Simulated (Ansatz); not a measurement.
Consider the atomization: `O[SiH]O`• → 3 H• + 2 O• + Si•.

Computed with Ansatz on PBE0-D4/def2-TZVP structures; ΔE is electronic, products minus reactants. CBS: MP2 limit from def2 TZ/QZ plus the TZ coupled-cluster correction, frozen cores. This one scheme is used for every species, atoms too. Functionals use def2-TZVPP. No spin–orbit coupling; open shells (•) take unrestricted orbitals. Spin–orbit coupling would lower the free atoms: a little for O, Si. Each species was taken in one conformer, which may not be the lowest.

`O[SiH]O`•:

Cartesian coordinates in Å:
```
O -0.972 -0.053 -0.835
Si 0.041 0.457 0.366
O 1.337 -0.549 0.381
H -1.601 0.584 -1.176
H -0.568 0.290 1.723
H 1.763 -0.729 -0.459
```

**Question.** What is ΔE at CCSD(T)/CBS? (An estimate is asked.)

**Answer.** The calculation gave: +22.09 eV.

**Question.** What do these levels give: BHLYP-D4, r2SCAN, r2SCAN0, CAM-B3LYP, MP2/def2-SVP, HF/def2-QZVPP? (An estimate is asked.)

**Answer.** The calculation gave: BHLYP-D4 20.99, r2SCAN 22.07, r2SCAN0 21.50, CAM-B3LYP 22.00, MP2/def2-SVP 20.39, HF/def2-QZVPP 15.39 eV.

Largest T1 diagnostic among the species: 0.015.

From r2SCAN to r2SCAN0 (25 % exact exchange), in def2-TZVPP and without D4, ΔE moves by −0.57 eV: exact exchange takes away binding that semilocal exchange gives to molecules. Leaving LDA and LC-ωPBE aside and taking each functional with its dispersion term where it has one, the values, not all of them listed here, spread over 1.26 eV, from BHLYP-D4 to PBE-D4. LDA lies +3.22 eV from PBE without D4, its usual overbinding. At CCSD(T), def2-SVP lies −2.25 eV from the extrapolated value and def2-TZVPP −0.76 eV: correlation converges slowly with the basis, and small sets miss more of it in the bonded molecule than in its fragments.

For atomizations the MP2-based limit and the directly extrapolated one differ by several kJ/mol either way, and by 10 to 25 for some Ge, Se and Sn compounds, so smaller differences from it don't rank the levels.
